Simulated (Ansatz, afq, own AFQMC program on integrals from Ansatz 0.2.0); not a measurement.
# Ge₂H₂, singlet: AFQMC among the cluster methods

```tsv
atom	x (Å)	y (Å)	z (Å)
Ge	0.0000	0.0000	0.8786
Ge	0.0000	0.0000	-0.9274
H	0.0000	1.2621	1.7580
H	0.0000	-1.2621	1.7580
```

Connectivity, by distances: GeH2–Ge.

Basis cc-pVDZ. Only valence electrons are correlated. Integrals, coupled cluster, full CI and functionals: Ansatz 0.2.0; the random walks run on the same integrals in our own AFQMC program. The CISD trial takes its coefficients from CCSD amplitudes. Released means that phaseless walkers are propagated on without the constraint, phases kept. Error bars are statistical, one sigma. No spin–orbit coupling.

Determinant: RHF, the one that the program's search chose, which needn't be the lowest solution. The geometry is a point of a scan.

No full CI on the walks' own integrals is used here; CCSDT(Q) serves as the reference and is uncertain by about the last step of the cluster series.

Cautions: no relativity below Rb; no spin-orbit coupling; inner d shell frozen; higher spins were not checked; restricted determinant unstable towards unrestricted (UHF 92 meV lower, ⟨S²⟩ 0.42).

```
T1 diagnostic                               : 0.0185
weight of the determinant in the CISD state : 0.862
size of the correlated space                : 10 electrons in 36 orbitals
```

Reference: CCSDT(Q), correlation energy -5.374 eV. The released energy is read at 2.40 1/Eh (meV from the phaseless value at times in 1/Eh: 8 ± 13 at 0.24, 0 ± 13 at 0.51, -3 ± 9 at 0.99, 2 ± 8 at 1.62, 0 ± 11 at 2.40).

| level | E − E(reference) (kJ/mol) | share of correlation (%) |
| --- | --- | --- |
| HF | 518.5 | 0.00 |
| MP2 | 112.7 | 78.26 |
| CCSD | 20.5 | 96.05 |
| CCSD(T) | 3.9 | 99.25 |
| CCSDT | 1.1 | 99.79 |
| ph-AFQMC/HF | -1.5 ± 5.1 | 100.30 |
| ph-AFQMC/CISD | -1.2 ± 1.3 | 100.23 |
| released AFQMC | -1.2 ± 1.1 | 100.24 |

A walk keeps the symmetry of its determinant, which the program's search chose and which needn't be the lowest solution, so a lower state of the same spin and another symmetry isn't excluded. Released energies are given only where the last usable release times agree within the noise; a slower fall can still hide under it.
